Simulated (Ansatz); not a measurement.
Two isomers of C4H6F2: A = `C/C(F)=C/CF`, B = `C[C@@]1(F)C[C@H]1F`.

Program: Ansatz. Geometries: PBE0-D4/def2-TZVP. ΔE: electronic, gas phase. CCSD(T)/CBS is the MP2 limit (def2-TZVPP, def2-QZVPP) plus CCSD(T) − MP2 in def2-TZVPP, frozen cores. DFT in def2-TZVPP. B3LYP here is the variant with VWN-RPA as its local correlation; programs differ in this. One conformer a species, not always the lowest.

Task: Which isomer does CCSD(T)/CBS put lower? Give the gap. (Estimate.)

Result: The calculation gave: A, by 11.1 kcal/mol.

Task: Give E(B) − E(A) in kcal/mol with B3LYP, PBE0-D4, ωB97M-V, B2PLYP, HF/def2-TZVPP, MP2/def2-TZVPP, PBE-D4. (Best estimate.)

Result: Ansatz gave: B3LYP 13.4, PBE0-D4 8.1, ωB97M-V 9.2, B2PLYP 12.4, HF/def2-TZVPP 13.5, MP2/def2-TZVPP 9.4, PBE-D4 9.9. None reverses the order clearly.

Largest T1 diagnostic: 0.011.

From PBE to PBE0 (25 % exact exchange), in def2-TZVPP and without D4, E(B) − E(A) moves by −1.8 kcal/mol. In def2-TZVPP, CCSD(T) changes the Hartree–Fock value by −2.5 kcal/mol (the triples alone add +0.3 kcal/mol) and MP2 by −4.1 kcal/mol.
